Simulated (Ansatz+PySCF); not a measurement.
A calculation with Ansatz (development build ahead of 0.2.0).

```yaml
crystal:
  periodic: [false, false, false]
  atoms:
    - { symbol: H, position_ang: [-2.10587, 0.31491, -0.21804] }
    - { symbol: C, position_ang: [-1.20092, -0.25752, -0.06573] }
    - { symbol: "N", position_ang: [-0.05521, 0.47465, 0.18874] }
    - { symbol: O, position_ang: [1.16461, -0.2498, -0.1717] }
    - { symbol: H, position_ang: [1.68112, -0.20581, 0.64104] }
    - { symbol: H, position_ang: [-1.23833, -1.26119, 0.33386] }
    - { symbol: H, position_ang: [-0.03089, 1.3547, -0.31915] }
basis:
  gaussian: { orbitals: cc-pVTZ }
magnetization:
  spin_polarized: true
  initial_magnetization: 1
hamiltonian:
  xc: hf
correlation:
  method: mp2
  frozen_orbitals: { C: 1, H: 0, "N": 1, O: 1 }
output:
  forces: true
```

The input is written out in the form of the current development build from the run's settings.

Output:

```json
{
 "Converged": "yes",
 "Reference energy": "-169.45464 hartree",
 "Correlation energy": "-0.60473 hartree",
 "Total energy": "-170.05937 hartree",
 "Spin squared of the determinant": "0.769",
 "Stability test": "minimum"
}
```

Forces (eV/Å):
| atom | Fx | Fy | Fz |
| --- | --- | --- | --- |
| H1 | 0.182 | -0.063 | 0.069 |
| C2 | 0.051 | -0.141 | -0.031 |
| N3 | 0.646 | -0.178 | -0.015 |
| O4 | -0.801 | 0.374 | 0.038 |
| H5 | -0.172 | 0.074 | 0.027 |
| H6 | 0.017 | 0.169 | -0.083 |
| H7 | 0.078 | -0.236 | -0.005 |
